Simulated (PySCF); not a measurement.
Core-level binding energies of `BC=C`

C2H5B.
Atom-mapped SMILES: `[BH2:1][CH:2]=[CH2:3]`

Computed with PySCF, delta-SCF UKS SCAN, pcX-2 on the ionised atom, pcseg-1 elsewhere, spin-free X2C. Vertical ΔSCF values, vacuum level as zero.

Q: List the computed XPS lines with their assignment.

A: 
| atom(s) | bonded to | level | binding energy (eV) | above the level's lowest (eV) | count |
| --- | --- | --- | --- | --- | --- |
| C2 | C (double bond), H and B | C 1s | 290.45 | 0.00 | 1 |
| C3 | C (double bond) and 2 H | C 1s | 291.13 | +0.68 | 1 |

The listed C 1s values span 0.68 eV, from C2 (bonded to C (double bond), H and B) to C3 (bonded to C (double bond) and 2 H).

Q: Which photon energy gives electrons from C 1s of C2 a kinetic energy of 50 eV, and what is their de Broglie wavelength?

A: hν = 290.45 + 50 = 340.45 eV, recoil neglected; λ = 12.264 Å/√(E/eV) = 1.73 Å.

Not every level is listed. No level of boron is listed. Geometry: PBE0-D3(BJ)/def2-SVP; no solvent, vibrations or thermal averaging.
